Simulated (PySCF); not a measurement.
Isomers of C6H5F.

All values: PBE0/IGLO-III (PySCF) at PBE0-D3(BJ)/def2-SVP geometries, gas phase, one conformer each.

Question: Rank by HOMO–LUMO gap, lowest first.
A. `FC=C1C=CC=C1`
B. `c1cccc(c1)F`
C. `C#C[C@H]1[C@H]2[C@H](F)[C@@H]12`
D. `F[C@]12C=C[C@H]1C=C2`

Answer: A (4.49 eV), D (6.38 eV), B (6.61 eV), C (8.12 eV).

Question: Rank by HOMO energy, lowest first.
A. `FC1=CC=CC=C1`
B. `FC=C1C=CC=C1`
C. `C#C[C@H]1[C@H]2[C@H](F)[C@@H]12`
D. `F[C@]12C=C[C@H]1C=C2`

Answer: C (-7.66 eV), D (-7.39 eV), A (-7.20 eV), B (-6.44 eV).

All values together:

```json
{"SMILES": "Fc1ccccc1", "μ (D)": "1.42", "HOMO (eV)": "-7.20", "LUMO (eV)": "-0.58", "lowest IAO charge (e)": "-0.272 (F)", "highest IAO charge (e)": "+0.303 (C)", "lowest Hirshfeld charge (e)": "-0.085 (F)", "highest Hirshfeld charge (e)": "+0.085 (C)"}
{"SMILES": "F[C@]12C=C[C@H]1C=C2", "μ (D)": "2.01", "HOMO (eV)": "-7.39", "LUMO (eV)": "-1.01", "lowest IAO charge (e)": "-0.307 (F)", "highest IAO charge (e)": "+0.316 (C)", "lowest Hirshfeld charge (e)": "-0.118 (F)", "highest Hirshfeld charge (e)": "+0.081 (C)"}
{"SMILES": "C#C[C@H]1[C@H]2[C@H](F)[C@@H]12", "μ (D)": "1.30", "HOMO (eV)": "-7.66", "LUMO (eV)": "0.45", "lowest IAO charge (e)": "-0.308 (F)", "highest IAO charge (e)": "+0.206 (H)", "lowest Hirshfeld charge (e)": "-0.119 (C)", "highest Hirshfeld charge (e)": "+0.094 (H)"}
{"SMILES": "FC=C1C=CC=C1", "μ (D)": "0.98", "HOMO (eV)": "-6.44", "LUMO (eV)": "-1.95", "lowest IAO charge (e)": "-0.245 (F)", "highest IAO charge (e)": "+0.196 (C)", "lowest Hirshfeld charge (e)": "-0.076 (C)", "highest Hirshfeld charge (e)": "+0.081 (C)"}
```
